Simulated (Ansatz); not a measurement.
Litharge SnO was calculated with r²SCAN in Ansatz (PAW).

Task: What does this level give for the interlayer binding energy, layer repeat distance and gap between the layers?

Result: 
- interlayer binding energy: 14.0 meV/Å²
- layer repeat distance: 4.937 Å
- gap between the layers: 2.643 Å

Note: the cell comes from a level without a dispersion term, which matters for the spacing of layers, chains or molecules.

Spin–orbit coupling is not included.

Computed values are for the static lattice.

It cost very roughly 4 core-minutes of CPU time.

Ansatz is a quantum-chemistry and plane-wave program.
